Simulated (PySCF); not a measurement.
# One shape, several levels: triplet C3H5F

Wanted: a comparison of 6 runs (UHF/STO-3G, UB2PLYP/def2-SVP, UBHLYP/def2-SVP, UM06-2X/def2-SVP, USVWN5/def2-SVP, UCCSD(T)/def2-SVP) of triplet C3H5F. Input form: a Python script.

The results are computed with PySCF 2.14.0.

3 further runs of the same task are left out: 3 set aside as unsound or not needed.

**1. The molecule**

The species is C3H5F (9 atoms), meant as a triplet with charge 0. SMILES of the parent species: `C=CCF`. The shape is that of a PBE0-D4/def2-TZVP optimisation. That shape belongs to the parent species and isn't relaxed for this state.

Bond lengths: C1–C2 1.324 Å, C2–C3 1.486 Å, C3–F4 1.387 Å, C1–H5 1.084 Å, C1–H6 1.086 Å, C2–H7 1.087 Å, C3–H8 1.096 Å, C3–H9 1.094 Å. Some angles: C1–C2–C3 123.6°, C2–C3–F4 110.3°, C1–C2–H7 120.6°, C3–C2–H7 115.9°, C2–C1–H5 121.7°, C2–C1–H6 121.3°, C2–C3–H8 111.1°, C2–C3–H9 111.2°, F4–C3–H8 106.9°, F4–C3–H9 108.2°.

**2. A single-point energy at UHF/STO-3G (run 1)**

The input, job.py:

```python
from pyscf import gto

mol = gto.M(
    atom='''
C     -1.092262     2.121218    -1.148953
C      0.666128     0.407047    -0.667829
C      0.378890    -1.611558     1.263282
F      0.813527    -3.965023     0.193319
H     -0.798409     3.607865    -2.525997
H     -2.894494     2.105155    -0.168375
H      2.456266     0.435960    -1.675242
H      1.757067    -1.381012     2.791503
H     -1.524631    -1.610614     2.068683
''',
    max_memory=1860,
    verbose=3,
    unit='bohr',
    basis='sto-3g',
    spin=2,
    charge=0,
)

hf = mol.UHF()
hf.conv_tol = 1e-10
hf.kernel()
if not hf.converged:
    hf = hf.newton().run(hf.mo_coeff, hf.mo_occ)

energy = hf.e_tot
print('Final energy', energy)
```

Command:

```console
$ OMP_NUM_THREADS=1 python job.py
```

Output:

```text
WARN: HOMO 0.148419599744401 >= LUMO -0.226437859559239

converged SCF energy = -212.97114507582  <S^2> = 2.0228703  2S+1 = 3.0152083
Final energy -212.97114507582012
```

Wall time 0.62 s (1 thread of Arm Neoverse V2, shared host); peak memory 0.12 GiB.

**3. A single-point energy at UB2PLYP/def2-SVP (run 2)**

The input, run.py:

```python
from pyscf import gto, dft, mp

molecule = gto.M(
    atom='''
C     -1.092262     2.121218    -1.148953
C      0.666128     0.407047    -0.667829
C      0.378890    -1.611558     1.263282
F      0.813527    -3.965023     0.193319
H     -0.798409     3.607865    -2.525997
H     -2.894494     2.105155    -0.168375
H      2.456266     0.435960    -1.675242
H      1.757067    -1.381012     2.791503
H     -1.524631    -1.610614     2.068683
''',
    spin=2,
    basis='def2-svp',
    max_memory=1860,
    verbose=3,
    charge=0,
    unit='bohr',
)

mf = dft.UKS(molecule, xc='0.53*HF + 0.47*B88, 0.73*LYP')
mf.grids.level = 5
mf.conv_tol = 1e-10
mf.kernel()
if not mf.converged:
    mf = mf.newton().run(mf.mo_coeff, mf.mo_occ)

pt = mp.MP2(mf, frozen=4).run()
etot = mf.e_tot + 0.27 * pt.e_corr
print('PT2 part  %.8f' % (0.27 * pt.e_corr))
print('E = %.10f Eh' % etot)
```

Command:

```console
$ OMP_NUM_THREADS=1 python run.py
```

Output:

```text
WARN: HOMO -0.0349957635325588 >= LUMO -0.305607895858827

converged SCF energy = -216.41024007347  <S^2> = 2.009957  2S+1 = 3.0066307
E(UMP2) = -217.065922691807  E_corr = -0.655682618337178
E(SCS-UMP2) = -217.057510534515  E_corr = -0.647270461045779
PT2 part  -0.17703431
E = -216.5872743804 Eh
```

Wall time 31 s (1 thread of Arm Neoverse V2, shared host); peak memory 0.42 GiB.

Runs 3 to 5 aren't shown in full; the table further down has their settings and results.

**4. A single-point energy at UCCSD(T)/def2-SVP (run 6)**

The input, input.py:

```python
from pyscf import gto, scf, cc

mol = gto.Mole()
mol.atom = '''
C   -0.578000   1.122500  -0.608000
C    0.352500   0.215400  -0.353400
C    0.200500  -0.852800   0.668500
F    0.430500  -2.098200   0.102300
H   -0.422500   1.909200  -1.336700
H   -1.531700   1.114000  -0.089100
H    1.299800   0.230700  -0.886500
H    0.929800  -0.730800   1.477200
H   -0.806800  -0.852300   1.094700
'''
mol.spin = 2
mol.verbose = 3
mol.max_memory = 1860
mol.basis = 'def2-svp'
mol.charge = 0
mol.build()

mf = scf.UHF(mol)
mf.conv_tol = 1e-10
mf.kernel()
if not mf.converged:
    mf = mf.newton().run(mf.mo_coeff, mf.mo_occ)

mycc = cc.CCSD(mf, frozen=4)
mycc.kernel()
e_t = mycc.ccsd_t()
e_tot = mycc.e_tot + e_t
print('E = %.10f Eh' % e_tot)
```

Command:

```console
$ OMP_NUM_THREADS=1 python input.py
```

Output:

```text
WARN: HOMO 0.0385230304772755 >= LUMO -0.280707936504465

converged SCF energy = -215.625849712315  <S^2> = 2.019474  2S+1 = 3.0129547
E(UCCSD) = -216.2164967268852  E_corr = -0.5906470145698812
UCCSD(T) correction = -0.0130884767970857
E = -216.2295852037 Eh
```

Wall time 2.5 min (1 thread of Arm Neoverse V2, shared host); peak memory 1.5 GiB.

**5. Overview of the runs**

```
run              level  frozen core orbitals  integration grid  energy (Eh)  dipole moment (D) of the reference  HOMO energy (eV)  LUMO energy (eV)  wall time
  1         UHF/STO-3G                     –                 –  -212.971145                                1.22             -5.42              4.64     0.62 s
  2   UB2PLYP/def2-SVP                     4                 5  -216.587274                                1.98             -4.72             -2.49       31 s
  3    UBHLYP/def2-SVP                     –                 5  -216.698432                                1.98             -4.70             -3.05       31 s
  4   UM06-2X/def2-SVP                     –                 5  -216.700770                                1.93             -4.53             -3.24       71 s
  5    USVWN5/def2-SVP                     –                 5  -215.048638                                1.59             -2.18                 –       18 s
  6  UCCSD(T)/def2-SVP                     4                 –  -216.229585                                2.18             -6.89              0.89    2.5 min
```

**6. Summary of results**

| quantity | value |
| --- | --- |
| run 6: total energy | -216.22959 Eh |
| run 6: dipole moment (Hartree–Fock density) | 2.18 D |
| run 6: HOMO energy (Hartree–Fock orbitals) (highest over α and β) | -6.89 eV |
| run 6: LUMO energy (Hartree–Fock orbitals) (lowest over α and β) | 0.89 eV |
| run 6: correlation energy (4 core orbitals frozen) | -603.7 mEh |
| run 6: (T) correction | -13.09 mEh |
| run 6: ⟨S²⟩ of the reference determinant | 2.019 |
| run 6: T1 diagnostic | 0.011 |

Over runs 1, 2, 3, 4, 5 the dipole moment (its size) runs from 1.22 D (UHF/STO-3G) to 1.98 D (UBHLYP/def2-SVP). The two ends differ in method and basis. Totals of different functionals can't be ranked against each other. In run 1 the basis is minimal, so the values are rough. All runs together took 5 min, the longest 2.5 min.
